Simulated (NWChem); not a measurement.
**One shape, several levels: BHF2 (SMILES FBF)**

Aim: a comparison of 5 runs (HF/def2-SVP, HF/def2-SVPD, HF/def2-TZVP, HF/def2-TZVPD, B3LYP/def2-SVP) of BHF2. 

The results are computed with NWChem 7.3.0.

5 further runs of the same task are left out: 5 set aside as unsound or not needed.

## Step 1: Starting point

BHF2 has 4 atoms, charge 0, and is taken as a singlet. As SMILES, `FBF`. The shape is that of a PBE0-D4/def2-TZVP optimisation.

Bond lengths: F1–B2 1.313 Å, B2–F3 1.313 Å, B2–H4 1.191 Å. Angles: F1–B2–F3 118.1°, F1–B2–H4 121.0°, F3–B2–H4 121.0°.

## Step 2: The polarisability at HF/def2-SVP (run 1)

The input, a.nw:

```
start a
title "BF2H"
memory total 2200 mb

geometry noautosym nocenter noautoz
F      1.154300     0.456900    -0.361900
B     -0.001900    -0.031000     0.025200
F     -1.095400     0.528700    -0.438900
H     -0.057000    -0.954600     0.775600
end

basis spherical bse
* library def2-SVP
end

scf
thresh 1e-08
maxiter 80
print low
end

property
response 1 0
end

task scf property
```

The run is started by

```bash
$ nwchem a.nw > a.out
```

Output:

```text
[...]
  functions       =    47
[...]
  wavefunction    = RHF
[...]
         Total SCF energy =   -224.083680391848
      One-electron energy =   -434.860844121686
      Two-electron energy =    148.888604487545
 Nuclear repulsion energy =     61.888559242293
        Time for solution =      0.9s
[...]
 Anisotropic =       3.4885102
[...]
```

Run time: 2.9 s. Hardware: 1 thread of Intel Xeon Platinum 8488C (Sapphire Rapids), shared host; peak memory 0.1 GiB.

## Step 3: The response to a field at HF/def2-SVPD (run 2)

The input, run.nw:

```
start run
memory stack 880 mb heap 220 mb global 1100 mb

geometry units au noautosym nocenter noautoz
  F      2.18131087     0.86341587    -0.68389188
  B     -0.00359048    -0.05858151     0.04762110
  F     -2.07000600     0.99909820    -0.82940080
  H     -0.10771439    -1.80393256     1.46567158
end

basis spherical bse
  * library def2-SVPD
end

scf
  thresh 1e-08
  maxiter 80
  noprint "final vectors analysis"
end

property
  response 1 0
end

task scf property
```

The run is started by

```bash
$ nwchem run.nw > run.out
```

Output:

```text
[...]
  functions       =    74
[...]
  wavefunction    = RHF
[...]
         Total SCF energy =   -224.092674987144
      One-electron energy =   -434.699366740377
      Two-electron energy =    148.718137060199
 Nuclear repulsion energy =     61.888554693035
        Time for solution =      3.5s
[...]
 Anisotropic =       2.7269565
[...]
```

It took 9.3 s on 1 thread of Intel Xeon Platinum 8488C (Sapphire Rapids), shared host; peak memory 0.099 GiB.

Runs 3 to 4 aren't shown in full; the table further down has their settings and results.

## Step 4: The charge distribution at B3LYP/def2-SVP (run 5)

The input, run.nw:

```
start run
title "BF2H properties"
memory total 2200 mb

geometry units atomic noautosym nocenter noautoz
  F    2.18131087   0.86341587  -0.68389188
  B   -0.00359048  -0.05858151   0.04762110
  F   -2.07000600   0.99909820  -0.82940080
  H   -0.10771439  -1.80393256   1.46567158
end

basis "ao basis" spherical bse
  F library def2-SVP
  B library def2-SVP
  H library def2-SVP
end

dft
  xc b3lyp
  grid xcoarse
  convergence energy 1e-08
  maxiter 100
  mulliken
  noprint "final vectors analysis"
end

property
  dipole
  quadrupole
  mulliken
end

task dft property
```

The run is started by

```bash
$ nwchem run.nw > run.out
```

Output:

```text
[...]
          Wavefunction type:  closed shell.
          No. of atoms     :     4
          No. of electrons :    24
[...]
          Charge           :     0
          Spin multiplicity:     1
[...]
          AO basis - number of functions:    47
[...]
              XC Information
              --------------
                         B3LYP Method XC Potential
                     Hartree-Fock (Exact) Exchange  0.200
                        Slater Exchange Functional  0.800 local
                    Becke 1988 Exchange Functional  0.720 non-local
              Lee-Yang-Parr Correlation Functional  0.810
                  VWN I RPA Correlation Functional  0.190 local
[...]
 d= 0,ls=0.0,diis     1   -225.0075143284 -2.87D+02  2.33D-02  5.77D-01     0.3
[...]
 d= 0,ls=0.0,diis     7   -225.0784975370 -4.24D-09  9.46D-07  9.17D-09     1.6
         Total DFT energy =     -225.078497536959
      One electron energy =     -434.925974541608
           Coulomb energy =      173.372040560455
    Exchange-Corr. energy =      -25.413118248840
 Nuclear repulsion energy =       61.888554693035
[...]
      Total Density - Mulliken Population Analysis
     ---------------------------------------------
    Atom       Charge   Shell Charges
 -----------   ------   -------------------------------------------------------
    1 F    9     9.09   1.99  1.14  0.71  3.37  1.86  0.01
    2 B    5     4.73   1.99  0.74  0.07  1.46  0.25  0.22
    3 F    9     9.09   1.99  1.14  0.71  3.37  1.86  0.01
    4 H    1     1.10   0.75  0.33  0.01
[...]
   Dipole moment        0.7789471930 Debye(s)
             DMX       -0.0366070961 DMXEFC        0.0000000000
             DMY       -0.6038592804 DMYEFC        0.0000000000
             DMZ        0.4906858665 DMZEFC        0.0000000000
   -EFC- dipole         0.0000000000 DEBYE(S)
   Total dipole         0.7789471930 DEBYE(S)
[...]
```

Wall time 2.2 s (1 thread of Intel Xeon Platinum 8488C (Sapphire Rapids), shared host); peak memory 0.11 GiB.

Atomic charges (e):

```csv
atom,Mulliken,Löwdin
F1,-0.086,+0.060
B2,+0.269,-0.060
F3,-0.086,+0.060
H4,-0.098,-0.060
```

## Step 5: The series

```csv
run,level,integration grid,task,energy (Eh),mean polarisability (bohr³),wall time
1,HF/def2-SVP,–,polarizability,-224.083680,10.6,2.9 s
2,HF/def2-SVPD,–,polarizability,-224.092675,14.2,9.3 s
3,HF/def2-TZVP,–,polarizability,-224.365873,13.2,32 s
4,HF/def2-TZVPD,–,polarizability,-224.366306,14.5,60 s
5,B3LYP/def2-SVP,xcoarse,properties,-225.078498,–,2.2 s
```

Convergence of the total energy of singlet BHF2 with the basis set, against the last point:

```csv
basis set,from the last (mEh),wall time
def2-SVP,+282.626,2.9 s
def2-SVPD,+273.631,9.3 s
def2-TZVP,+0.433,32 s
def2-TZVPD,+0.000,60 s
```

Convergence of the mean static polarisability of singlet BHF2 with the basis set, against the last point:

```csv
basis set,from the last (bohr³),wall time
def2-SVP,-3.872,2.9 s
def2-SVPD,-0.266,9.3 s
def2-TZVP,-1.288,32 s
def2-TZVPD,+0.000,60 s
```

## Step 6: What came out

```
            quantity          value
 run 5: total energy  -225.07850 Eh
run 5: dipole moment         0.78 D
```

All runs together took 1.8 min, the longest 60 s.
